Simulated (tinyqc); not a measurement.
Worked calculation: RHF in the sto-3g basis, for H3O+, spin multiplicity 1. One step of it, computed by the program tinyqc.

Question. Iteration 10 (converged): orbitals. Diagonalise F' = X^T F X, C = X C', fill 5 alpha and 5 beta electrons from the bottom; D = 2 C_occ C_occ^T. Each column has its largest component positive (the first on a tie).

converged F (hartree), lower triangle:
```
             1O 1s      1O 2s     1O 2px     1O 2py     1O 2pz      2H 1s      3H 1s      4H 1s
1O 1s   -20.729436
1O 2s    -5.274393  -2.801615
1O 2px    0.000008   0.000057  -0.663647
1O 2py    0.000000   0.000000   0.000000  -0.663685
1O 2pz    0.010477   0.028001  -0.000008   0.000000  -0.777527
2H 1s    -0.609118  -0.735156  -0.489024   0.000000   0.100029  -0.575078
3H 1s    -0.609607  -0.735586   0.244674  -0.423631   0.100079  -0.144128  -0.575302
4H 1s    -0.609607  -0.735586   0.244674   0.423631   0.100079  -0.144128  -0.144292  -0.575302
```

X, lower triangle:
```
            1O 1s      1O 2s     1O 2px     1O 2py    1O 2pz      2H 1s      3H 1s     4H 1s
1O 1s    1.023629
1O 2s   -0.135854   1.137500
1O 2px   0.000005  -0.000052   1.052432
1O 2py   0.000000   0.000000   0.000000   1.052452
1O 2pz   0.001927  -0.016988   0.000009   0.000000  1.002497
2H 1s    0.015268  -0.161693  -0.163494   0.000000  0.023862   1.077040
3H 1s    0.015276  -0.161813   0.081808  -0.141661  0.023884  -0.030624   1.077132
4H 1s    0.015276  -0.161813   0.081808   0.141661  0.023884  -0.030624  -0.030656  1.077132
```

Give: F' = X^T F X; orbital energies; coefficients C; D after iteration 10.

Answer.

F' = X^T F X (hartree), lower triangle:
```
          1        2        3        4        5        6        7        8
1  -20.3540
2   -2.6971  -1.7132
3    0.0000  -0.0001  -0.4998
4    0.0000   0.0000   0.0000  -0.4998
5    0.0178  -0.0187   0.0000   0.0000  -0.7684
6   -0.0414  -0.3276  -0.3974   0.0000   0.0722  -0.3153
7   -0.0415  -0.3278   0.1988  -0.3443   0.0722  -0.0256  -0.3152
8   -0.0415  -0.3278   0.1988   0.3443   0.0722  -0.0256  -0.0256  -0.3152
```

orbital energies (hartree): MO1 -20.7375, MO2 -1.5827, MO3 -0.8929, MO4 -0.8928, MO5 -0.7892, MO6 -0.0925, MO7 0.1033, MO8 0.1034

coefficients C:
```
            MO1      MO2      MO3      MO4      MO5      MO6      MO7      MO8
1O 1s    0.9945  -0.2451   0.0000   0.0000  -0.0309  -0.1299   0.0001   0.0000
1O 2s    0.0233   0.9245   0.0000   0.0002   0.1507   0.7164  -0.0007   0.0000
1O 2px   0.0000  -0.0001   0.0000   0.6931  -0.0001   0.0005   0.8169   0.0000
1O 2py   0.0000   0.0000   0.6931   0.0000   0.0000   0.0000   0.0000   0.8170
1O 2pz  -0.0010  -0.0388   0.0000   0.0001   0.9777  -0.2229   0.0002   0.0000
2H 1s   -0.0033   0.0956   0.0000   0.4408  -0.0801  -0.5967  -0.8060   0.0000
3H 1s   -0.0033   0.0956   0.3818  -0.2205  -0.0800  -0.5959   0.4037  -0.6985
4H 1s   -0.0033   0.0956  -0.3818  -0.2205  -0.0800  -0.5959   0.4037   0.6985
```

D after iteration 10, lower triangle:
```
          1O 1s   1O 2s   1O 2px   1O 2py   1O 2pz    2H 1s    3H 1s   4H 1s
1O 1s    2.1002
1O 2s   -0.4160  1.7558
1O 2px   0.0000  0.0002   0.9608
1O 2py   0.0000  0.0000   0.0000   0.9607
1O 2pz  -0.0433  0.2229  -0.0001   0.0000   1.9146
2H 1s   -0.0485  0.1526   0.6111   0.0000  -0.1638   0.4198
3H 1s   -0.0485  0.1525  -0.3056   0.5292  -0.1638  -0.1633   0.4198
4H 1s   -0.0485  0.1525  -0.3056  -0.5292  -0.1638  -0.1633  -0.1632  0.4198
```
